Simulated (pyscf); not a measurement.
CH₄ + O=ReH(=O)=O → H₃C–Re(=O)(=O)=O + H₂ (four-centre exchange; singlet surface; C–H, H–Re broken, C–Re, H–H formed). PySCF, gas phase, ωB97X-D3(BJ)/def2-SVP geometries. Energies in eV from the separated reactants.

```
level                   barrier  reaction energy
----------------------  -------  ---------------
ωB97X-D3(BJ)/def2-TZVP     2.44            +0.12
PBE/def2-TZVP              2.12            +0.20
r²SCAN/def2-TZVP           2.15            +0.14
PBE0-D3(BJ)/def2-TZVP         ?            +0.19
M06-2X/def2-TZVP           2.65            +0.15
ωB97M-D3(BJ)/def2-TZVP        ?                ?
```

Question: Fill in the missing entries.

Answer: 
- PBE0-D3(BJ)/def2-TZVP, barrier: 2.25
- ωB97M-D3(BJ)/def2-TZVP, barrier: 2.60
- ωB97M-D3(BJ)/def2-TZVP, reaction energy: +0.27

The functionals in the table span 0.53 eV in this barrier, from PBE to M06-2X. At the saddle there is also a short H–Re contact that neither side keeps. This is the saddle that the search found; another between the same sides may lie lower. Elements past Kr carry the def2 core potentials, without spin-orbit coupling.
